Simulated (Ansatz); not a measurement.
Cartesian coordinates in Å:
```
O -1.905 0.098 -0.369
Si -0.570 -0.043 0.593
Si 1.383 0.570 -0.534
H -1.957 -0.463 -1.145
H -0.785 0.883 1.731
H -0.448 -1.434 1.123
H 2.590 0.648 0.336
H 1.694 -0.258 -1.735
```

Charge 0, multiplicity 2.

Q: List the r2SCAN/def2-TZVPP orbital energies in eV (the Gaussian-basis code of Ansatz). (Estimate.)

A: Ansatz gave: α occupied: -1791.61, -1791.11, -516.03, -141.98, -141.57, -96.87, -96.83, -96.82, -96.56, -96.40, -96.38, -26.59, -14.85, -13.57, -11.66, -9.80, -9.38, -8.97, -8.19, -7.24, -5.50. α empty: -1.06, 0.17, 0.36, 1.08, 1.32, 1.64, 2.11, 3.64. β occupied: -1791.61, -1791.00, -516.04, -141.98, -141.49, -96.86, -96.83, -96.82, -96.32, -96.31, -96.30, -26.60, -14.73, -13.08, -11.51, -9.80, -9.33, -8.86, -8.12, -7.06. β empty: -3.12, -0.95, 0.66, 0.87, 1.46, 1.54, 1.82, 2.49. ⟨S²⟩ = 0.758.
